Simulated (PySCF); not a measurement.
Working out the electron affinity of O

O⁻ [He] 2s2 2p5 (2P) → O [He] 2s2 2p4 (3P). Calculation: PySCF 2.14, in dyall-av3z (15s9p3d2f, 71 functions); no relativity, point nucleus. Frozen: 1s2; the 14 highest virtual orbitals dropped. Energies in hartree (1 hartree = 27.21139 eV):

```tsv
part	O⁻ (lower)	O (upper)
UHF	-74.797611	-74.818711
CCSD correlation	-0.231533	-0.166928
(T)	-0.009242	-0.003593
```

Problem. What does Hartree-Fock give?

Solution. (-74.818711) − (-74.797611) = -0.021100 hartree = -0.574 eV.

Problem. What do CCSD and CCSD(T) give?

Solution. The CCSD correlation energies differ by 0.064605 hartree = 1.758 eV and the triples by 0.005649 hartree = 0.154 eV, so CCSD gives 1.184 eV and CCSD(T) 1.338 eV.

A first-order spin-orbit estimate adds -0.001 eV to CCSD(T) (valence), giving 1.337 eV against 1.461 eV (measured; photodetachment measurements, as compiled on the Wikipedia data page of electron affinities).

What remains against the reference includes basis incompleteness, the frozen core and higher excitations.
